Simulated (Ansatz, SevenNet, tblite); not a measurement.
## How well does each level of theory give the elastic constant C12 of zinc-blende GaP?

Reference value: 62 GPa (measured, temperature not stated, not corrected to a static lattice, our sources range from 62.0 to 64.0; as tabulated in Råsander and Moram (2015), arXiv:1505.02379).

Question: What do GFN1-xTB, SevenNet-l3i5, LDA, PBE, r²SCAN, B3LYP (VWN-RPA form), HSE06, r²SCAN0, Hartree–Fock give, and how far is each from the reference?

Answer: 
```
level (code)                   value (GPa)  cell (Å³/atom)  difference (%)
-----------------------------  -----------  --------------  --------------
GFN1-xTB (tblite)                     52.3           22.64           -15.6
SevenNet-l3i5                         55.0           20.86           -11.3
LDA (Ansatz)                          63.9           19.59            +3.1
PBE (Ansatz)                          52.5           20.87           -15.3
r²SCAN (Ansatz)                       60.5           20.25            -2.4
B3LYP (VWN-RPA form) (Ansatz)         50.4           21.15           -18.7
HSE06 (Ansatz)                        60.8           20.40            -1.9
r²SCAN0 (Ansatz)                      65.8           20.05            +6.1
Hartree–Fock (Ansatz)                 60.9           21.35            -1.8
```

The reference's temperature isn't stated, so close values are not ranked against it.

The reference isn't brought to a static lattice, while the calculations are for one, so the differences are not the levels' errors alone.  GFN1-xTB: the method was fitted mainly to molecules. GFN1-xTB: the run uses a supercell at the zone centre in place of a k mesh. Each level is taken at its own relaxed cell. Cutoffs and k meshes differ between the levels. Ansatz's density-functional and Hartree–Fock values are scalar-relativistic unless marked +SOC, with PAW data made under PBE.

Machine-learned potentials (SevenNet-l3i5) are trained on DFT data: a solid inside that data is no test of them.

Differences are worked out from the printed values.

Ansatz is a quantum-chemistry and plane-wave program.
